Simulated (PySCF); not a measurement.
## Proton affinity of propyne, site by site

System: propyne, `C#CC` (C3H4). Atom numbers as in the mapped SMILES `[CH:1]#[C:2][CH3:3]`.

Energies: ωB97X-D3(BJ)/def2-TZVP (PySCF, density fitting, integration grid level 2) on PBE0-D3(BJ)/def2-SVP structures. ωB97X-D3(BJ) is ωB97X-V with D3(BJ) in place of VV10. Thermal corrections: PBE0-D3(BJ)/def2-SVP frequencies, unscaled, ideal gas at 298.15 K and 1 bar, quasi-RRHO entropy.

```
              site  product  PA / kcal/mol  GB / kcal/mol
C1 (alkyne carbon)  C=[C+]C          182.3          176.2
```

PA is −ΔH and GB is −ΔG of B + H⁺ → BH⁺ in the gas phase. Sites whose products fell apart, merged with another or lost in a GFN2-xTB screen aren't listed.

In chloroform the product from C1 is solvated 48.3 kcal/mol more strongly than the parent (electrostatics only).

Measured values (NIST Chemistry WebBook, evaluated or the median of agreeing entries): proton affinity (−ΔH) 748 kJ/mol (computed 763, difference 15); gas-phase basicity (−ΔG) 723 kJ/mol (computed 737, difference 14).

Known limits: protonation at a multiple bond is drawn as the open cation; a hydrogen-bridged form may lie lower, and the ion may have rearranged by a hydride shift.

Run with `OMP_NUM_THREADS=1 python redox_run.py task.json out` on 1 thread of Intel Xeon Platinum 8259CL @ 2.50GHz, a shared host. Structures, frequencies and single points: 98 s of wall time.
